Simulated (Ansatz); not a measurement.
**CuRe₂: from a trial structure to a relaxed crystal**

Level of theory: DFT PBE, scalar-relativistic, plane waves, PAW (Ansatz 0.2.0).

The start puts CuRe₂ on the MoSi2 (C11b) structure type (I4/mmm, No. 139), with Cu in place of Mo, Re in place of Si, at a guessed volume.

Input of the last, converged step (default PAW datasets):

```yaml
crystal:
  lattice:
    - [-1.585729575, 1.585729575, 4.1757115692]
    - [1.585729575, -1.585729575, 4.1757115692]
    - [1.585729575, 1.585729575, -4.1757115692]
  atoms:
    - { symbol: Cu, position: [0.0, 0.0, 0.0] }
    - { symbol: Re, position: [0.6684115342, 0.6684115342, 0.0] }
    - { symbol: Re, position: [0.3315884658, 0.3315884658, 0.0] }
basis:
  ecutwfc: 420
kpoints:
  mp_grid: { grid: [20, 20, 20] }
hamiltonian:
  xc: pbe
scf:
  occupations: { method: gaussian, width: 0.1 }
output:
  forces: true
  stress: true
  eigenvalues: true
relax:
  adjacent_minimum: "off"
  f_tol: 0.01
  max_steps: 80
  cell: { stress_tol: 0.05 }
```

Launched as:

```bash
ansatz run input.yaml --threads 1 --pin off --max-ram 2560MiB --backend cpu --events-out ev --progress --plain --runs-dir out
```

It took 77 s on 1 thread of Intel(R) Xeon(R) 6975P-C (Granite Rapids) (shared host), peak memory 0.89 GiB.

The program printed at the end:

```
SCF converged after 7 iterations
Free energy (F): -28360.683150 eV
Harris-Foulkes:  -28360.683150 eV  (|F-HF|=7.28e-12)
Internal energy: -28360.674656 eV  (E = F + TS)
E sigma→0 (E₀):  -28360.678903 eV
Entropy (-TS):   -0.008494 eV (-2.831 meV/atom)
Fermi energy:    21.742037 eV
--- Per-component energies (eV) ---
  E_band       = -491.846187
  E_kinetic    = 1378.771128
  E_local      = -5899.495621  (includes V_loc(G=0)·N_el)
  E_nonlocal   = 483.129628
  E_hartree    = 2499.490680
  E_xc         = -897.102332
  E_vxc        = -723.279238  (∫ρ·V_xc dr)
  E_paw        = -18976.262673  (= ΣΔE_a)
  E_vpaw       = -729.953556  (= ΣTr[D̂ρ^β])
  E_aug_tail   = 0.000109  (compensation charges beyond the density's cutoff)
  E_ewald      = -6949.205575
  E_smearing   = -0.008494  (= −TS)
  E_closure    = 0.000000  (closes the sum)
  Σ components = -28360.683150   (vs F -28360.683150, Δ=0.00e0)
--- Forces (eV/Å), atoms counted from 1 ---
  atom   1  Cu     0.00000000     0.00000000     0.00000000
  atom   2  Re     0.00000000     0.00000000     0.00184774
  atom   3  Re     0.00000000     0.00000000    -0.00184774
  max |Σ_I F_I| component: 3.16e-30 eV/Å
--- Stress (GPa, compression-positive) ---
        0.016793       0.000000       0.000000
        0.000000       0.016793       0.000000
        0.000000       0.000000       0.002023
  P = ⅓ Tr σ = 0.0119 GPa (0.119 kbar)
--- Relaxed structure (3 steps of the walk, 3 accepted, 1 SCFs on fresh bases) ---
  F+E_penalty+E_count = -28360.68315012 eV   max|allowed force component| = 1.848e-3 eV/Å   (the final SCF, on the basis selected at the relaxed cell)
  cell:  # Å, volume = 42.0131 Å³
    - [-1.584326, 1.584326, 4.184423]
    - [1.584326, -1.584326, 4.184423]
    - [1.584326, 1.584326, -4.184423]
  atoms:
    - { symbol: Cu, position: [0.000000, 0.000000, 0.000000] }
    - { symbol: Re, position: [0.668562, 0.668562, 0.000000] }
    - { symbol: Re, position: [0.331438, 0.331438, 0.000000] }
```

Absolute energies hang on the potentials; compare differences alone.

The result has space group I4/mmm (No. 139). Around Cu lie 10 Re at 2.65–2.77 Å and 4 Cu at 3.17 Å; around Re lie 4 Re at 2.62 Å, 5 Cu at 2.65–2.77 Å, 1 Re at 2.82 Å and 4 Re at 3.17 Å.

Against the elements it lies at 0.22 eV/atom. Formation energies are uncorrected and refer to the elements' standard structures at the same level.

For metals, differences of a few meV/atom aren't resolved. Spin–orbit coupling is left out.

Symmetry constrained the relaxation, so the result can be a saddle point.